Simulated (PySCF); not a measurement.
C4H6S.
Z-matrix (Å and degrees, PBE0-D3(BJ)/def2-SVP geometry), rows numbered from 1:
```
C 
S   1  1.8091
C   2  1.7116  1  100.69
C   3  1.3037  2  150.80  1  -179.79
C   3  1.4989  2  144.92  1    -0.24
H   1  1.0980  2  111.06  3    61.27
H   1  1.0985  2  106.16  3   179.77
H   1  1.0980  2  111.06  3   -61.73
H   4  1.0847  3  150.40  5  -179.88
H   5  1.1033  3  119.32  4  -106.87
H   5  1.1033  3  119.39  4   106.88
```

Level of theory: MP2 and CCSD/aug-cc-pVDZ in PySCF, restricted Hartree–Fock reference, frozen core, non-relativistic, gas phase, PBE0-D3(BJ)/def2-SVP geometry.

E(HF) = -552.40883 Eh.

Q: How large is the problem?

A: 173 basis functions and 46 electrons; 9 orbitals frozen, which leaves o = 14 correlated occupied and v = 150 virtual orbitals. That is o·v = 2100 singles and o·v(o·v + 1)/2 = 2206050 distinct closed-shell doubles amplitudes before symmetry; the costliest CCSD step grows as o²v⁴ = 9.9 × 10^10.

Q: What are the MP2 and CCSD correlation energies?

A: MP2 -0.7062 Eh and CCSD -0.7543 Eh, which gives totals of -553.11502 and -553.16315 Eh. That is 0.733 eV for each correlated electron at CCSD (1980 kJ/mol in all, 0.136 % of the total energy); MP2 gives 93.6 % of the CCSD value.

Q: What is the T1 diagnostic?

A: 0.0113, below the customary warning level of 0.02. It is the norm of the spatial-orbital singles amplitudes over the root of the number of correlated electrons, so the norm is 0.060.

Q: How does correlation change the dipole moment?

A: HF gives 1.33 D and CCSD (unrelaxed density) 1.21 D, a change of -0.12 D.

No triples correction and no basis-set extrapolation were made.

The job also held the EOM ionisation roots. On an Arm Neoverse V1 with one thread, on a shared host, this took 9.2 min wall.

One conformer stands for the species.
